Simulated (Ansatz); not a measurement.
Relaxing CdSi3

The calculation used DFT PBE, scalar-relativistic, plane waves, PAW (Ansatz). Cutoff 420 eV, Γ-centred k mesh, Gaussian smearing, no spin polarisation in the final step.

The start puts CdSi3 on the sites of a reported Cu3Pd cell (P4/mmm, No. 123), with Cd in place of Pd, Si in place of Cu, at a guessed volume.

```
Cd Si
1.0
     4.04521    0.00000    0.00000
     0.00000    4.04521    0.00000
     0.00000    0.00000    4.00363
Cd Si
1 3
Direct
  0.00000 0.00000 0.00000
  0.00000 0.50000 0.50000
  0.50000 0.00000 0.50000
  0.50000 0.50000 0.00000
```

Cell and atoms relax at zero pressure; the relaxation can't lower the symmetry of the start. After a coarse first stage the cell is made exact in the group found at 0.06 Å.

Energies over the elements count from the elements' standard structures at the same level, with no empirical corrections.

Q: Which crystal results?

A: It keeps P4/mmm (No. 123). Conventional cell: a = 4.173 Å, c = 4.043 Å. Around Cd lie 12 Si at 2.90–2.95 Å; Si on Wyckoff site e (2 atoms of the primitive cell) has 4 Cd at 2.90 Å and 8 Si at 2.90–2.95 Å; Si on Wyckoff site c (1 atom of the primitive cell) has 8 Si at 2.90 Å and 4 Cd at 2.95 Å.

```cif
data_structure
_symmetry_space_group_name_H-M 'P4/mmm'
_symmetry_Int_Tables_number 123
_cell_length_a 4.1726
_cell_length_b 4.1726
_cell_length_c 4.0430
_cell_angle_alpha 90.000
_cell_angle_beta 90.000
_cell_angle_gamma 90.000
_cell_volume 70.39
loop_
_atom_site_label
_atom_site_type_symbol
_atom_site_symmetry_multiplicity
_atom_site_Wyckoff_symbol
_atom_site_fract_x
_atom_site_fract_y
_atom_site_fract_z
_atom_site_occupancy
Cd1 Cd 1 a 0.00000 0.00000 0.00000 1
Si1 Si 2 e 0.00000 0.50000 0.50000 1
Si2 Si 1 c 0.50000 0.50000 0.00000 1
```

Q: What are its volume, energy, density and gap?

A: The volume per atom is 17.60 Å³, the density is 4.64 g/cm³ and the energy over the elements is 0.61 eV/atom. The gap on the 12×12×12 mesh is 0 eV (a metal).

The final run used a 12×12×12 mesh on its 4-atom cell and 0.10 eV smearing. The k mesh leaves about 4 meV/atom of noise in metals. A structure relaxed within its symmetry needn't be a true minimum.

Cost: 3 runs of about 0.54 core-minutes in all, on Intel Xeon 6975P-C (Granite Rapids) (shared hosts).